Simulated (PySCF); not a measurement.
## Functional dependence of a UV spectrum

Species: H3Si(SH), H4SSi.
SMILES: `S[SiH3]`

Linear-response calculations in the def2-SVPD basis (PySCF; singlets by full response, triplets Tamm–Dancoff, core orbitals frozen in the response; HF means time-dependent Hartree–Fock). 'Strongest' is the level of largest summed f among the singlets computed (10 roots, of which the last may lack a degenerate partner); it can jump between rows when another state enters that window. S1 is the lowest singlet of each run and needn't be the same state throughout; f(S1) is that of one state. Geometry: PBE0-D3(BJ)/def2-SVP; no solvent, vibrations or thermal averaging.

```csv
functional,kind,S1 (eV),f(S1),strongest (eV),T1 (eV),HOMO (eV),gap (eV),"ionisation energy, ΔSCF (eV)"
LDA,LDA,5.37,0.024,7.81,5.08,-6.39,5.22,9.84
PBE,GGA,5.48,0.025,7.73,5.14,-6.33,5.35,9.73
B3LYP,"global hybrid, 20% exact exchange",5.76,0.022,8.06,5.39,-7.29,6.84,9.88
PBE0,"global hybrid, 25% exact exchange",5.96,0.025,7.95,5.55,-7.54,7.34,9.87
BHandHLYP,"global hybrid, 50% exact exchange",6.14,0.009,8.55,5.68,-8.61,9.08,9.82
CAM-B3LYP,range-separated hybrid,5.98,0.013,8.37,5.55,-8.84,9.45,9.94
wB97X-D,range-separated hybrid,6.15,0.010,8.54,5.78,-9.39,10.85,9.98
LC-wPBE,range-separated hybrid,6.34,0.000,8.98,5.83,-10.26,11.98,10.02
```

What does HF (Hartree–Fock) give?

S1 (eV) 6.52, f(S1) 0.003, strongest (eV) 9.50, T1 (eV) 5.91, HOMO (eV) -10.35, gap (eV) 12.51, ionisation energy, ΔSCF (eV) not settled. S1 runs from 5.37 eV (LDA) to 6.52 eV (HF), a spread of 1.16 eV, while the orbital gap spreads over 7.3 eV. Along PBE (0%), B3LYP (20%), PBE0 (25%), BHandHLYP (50%), HF (100%) S1 rises with the share of exact exchange. −ε(HOMO) comes closest to its own ΔSCF ionisation energy with LC-wPBE (+0.23 eV) and misses most with LDA (-3.45 eV). 'Not settled' means that the ion's SCF failed to converge or may have ended in another state than the lowest.

Without π bonds the low states are Rydberg-like; a valence basis with one diffuse set may place them up to an eV too high.
